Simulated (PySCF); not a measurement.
**Dipole moment and polarisability of CH2N2**

CH2N2.
Structure used (PBE0-D3(BJ)/def2-SVP), in Å, numbered top down from 1:
```xyz
5
CH2N2 angstrom
N      1.8506   -0.0310   -0.4906
C      0.7150   -0.0120   -0.2452
N     -0.6009    0.0098   -0.0213
H     -0.9686    0.8670    0.3770
H     -0.9961   -0.8337    0.3800
```

The species is `N#CN` (CH2N2).

Level: B3LYP/def2-SVPD (PySCF), static field, nuclei fixed, core orbitals frozen in the response. The polarisability tensor in these axes (au):

```
x   36.71 -0.27 -3.96
y   -0.27 20.83  0.06
z   -3.96  0.06 20.44
```

Problem. Give the principal values, the mean and the anisotropy Δα = √{½[(α1 − α2)² + (α2 − α3)² + (α1 − α3)²]}.

Solution. Principal values 19.52, 20.82 and 37.62 au; mean 25.99 au = 3.85 Å³ = 4.29 × 10⁻⁴⁰ C²·m²/J; Δα = 17.49 au (67 % of the mean).

Problem. What is the dipole moment, and where does it point?

Solution. (-4.25, 0.07, 1.87) D, 4.65 D in size, pointing from the negative to the positive side. Measured along this direction, the outermost atoms are N1 at the negative end and H4 and H5 at the positive end.

Problem. Molar refractivity from α?

Solution. Lorentz–Lorenz: R = (4π/3)N_A α = 2.5225 cm³/(mol·Å³) × 3.85 Å³ = 9.7 cm³/mol, in the limit of long wavelengths.

Problem. What would n − 1 = 2πNα be for an ideal gas of these molecules at 350 K and 1 atm, electronic part alone?

Solution. N = p/kT = 2.0968 × 10¹⁹ cm⁻³, so n − 1 = 2π × N × 3.85 × 10⁻²⁴ cm³ = 507 × 10⁻⁶ at long wavelengths, for an ideal gas.

Problem. Directions of the eigenvectors, and the extent of the frame along each?

Solution. Largest value along (0.97, -0.02, -0.22), where the nuclei span 2.96 Å; middle along (0.02, 1.00, 0.00), 1.70 Å; least along (0.22, 0.00, 0.97), 0.30 Å. The response follows the extents in order.

Problem. In a dilute gas of rigid molecules at 298 K, how does the orientational term μ²/3kT compare with the electronic polarisability?

Solution. In Gaussian units μ²/3kT = 174.94 Å³ against 3.85 Å³, a ratio of 45.42; the Debye molar polarisation (4π/3)N_A(α + μ²/3kT) is 451.0 cm³/mol, leaving out the vibrational part.

Isolated species at its PBE0-D3(BJ)/def2-SVP geometry, gas phase.
